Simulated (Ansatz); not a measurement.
What does this script print? It uses Ansatz 0.2.0, Python API.

The script reads `bclh2.xyz`:
```text
4

B    -0.10400   -0.00780   -0.05950
Cl    1.44170   -0.39170    0.74140
H    -1.17140   -0.53980    0.21120
H    -0.11080    0.87900   -0.91340
```

Script `bclh2.py`:
```python
"""Static correlation in BClH2: natural occupations of an active space."""

import ansatz as az

system = az.Crystal.molecule_from_extxyz("bclh2.xyz")

base = system.calculation().basis(gaussian="def2-SVP").correlation(active_electrons=2, active_orbitals=2)
for method in [None]:
    r = (base if method is None else base.correlation(method)).run().report
    space = r["configurations"]
    state = space["states"][0]
    print(method or "casscf", f"total {r['free_energy_ev'] / 27.211386246:.6f} Ha, active-space state {state['energy']['hartree']:.6f} Ha, mean field {r['reference_energy_ev'] / 27.211386246:.6f} Ha")
    print("  determinants", state["n_determinants"], " natural occupations", [round(n, 3) for n in space["natural_occupations"]])
```

Output of `python bclh2.py`:
```text
casscf total -485.216542 Ha, active-space state -485.216542 Ha, mean field -485.202344 Ha
  determinants 4  natural occupations [1.982, 0.018]
```

Reading the output:
- Total energies depend on the basis set; only differences at equal settings carry meaning.
- The geometry is a force-field or estimated start, not a minimum of this method, and the basis set is short of its limit. The active space starts as a window about the frontier orbitals and is then optimised, not chosen by chemistry.
- Run time: 1.3 s on 1 thread of Arm Neoverse V1, with other jobs on the host, peak memory 0.14 GiB.
